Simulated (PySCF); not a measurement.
## Relative stability

The two ends of one reaction step of AlH$_{5}$O, singlet (PBE0-D4/def2-TZVP).

A:

```json
{"atom": "Al1", "x (Å)": "-0.6418", "y (Å)": "-0.3692", "z (Å)": "-0.1151"}
{"atom": "H2", "x (Å)": "1.7695", "y (Å)": "-0.7275", "z (Å)": "0.1926"}
{"atom": "H3", "x (Å)": "-0.5661", "y (Å)": "-1.2781", "z (Å)": "-1.4023"}
{"atom": "H4", "x (Å)": "-0.8261", "y (Å)": "-0.9375", "z (Å)": "1.3535"}
{"atom": "H5", "x (Å)": "1.7433", "y (Å)": "0.0039", "z (Å)": "0.0202"}
{"atom": "O6", "x (Å)": "-0.6747", "y (Å)": "1.3107", "z (Å)": "-0.3816"}
{"atom": "H7", "x (Å)": "-0.7812", "y (Å)": "1.9455", "z (Å)": "0.3247"}
```

B:

Al1  (-0.423, -0.775, -0.071)
H2  (0.918, -1.572, 0.300)
H3  (-1.050, -0.988, -1.518)
H4  (-1.405, -0.370, 1.129)
H5  (1.411, 0.990, -0.038)
O6  (0.466, 1.046, -0.217)
H7  (0.085, 1.673, 0.407)
(Å)

PySCF 2.14 with density fitting (its default auxiliary sets; JK sets also for MP2 and CCSD(T)); basis: def2-TZVPP; cores frozen in the correlated methods. B3LYP uses VWN-RPA correlation.

Q: Which structure is lower at CCSD(T), and by how much? (To be estimated.)

A: The calculation gives: A, by 9.46 kcal/mol (electronic energy, against the other). By their contacts, A is a complex of AlH₃O ([OH][AlH2]) + H₂ and B is AlH₅O ([OH2][AlH3]).

All methods give the same order:

```
   method  E(B) − E(A) (kcal/mol)
    SPW92                    6.55
   PBE-D4                    9.79
r2SCAN-D4                   10.06
  PBE0-D4                    8.14
 B3LYP-D4                   10.79
 BHLYP-D4                    9.08
  wB97M-V                    9.50
       HF                    7.72
      MP2                   11.25
     CCSD                    9.06
  CCSD(T)                    9.46
```

The T1 diagnostic stays at or below 0.012.

Labels in which every atom is bracketed show which atoms are joined, not bond orders.

For scale, one of the runs: CCSD(T)/def2-TZVPP, 143 basis functions, launched by `OMP_NUM_THREADS=4 python run.py`. Hardware: 4 CPU threads of an Arm Neoverse V2, shared host. Wall time 50 s; peak host memory 0.69 GiB.
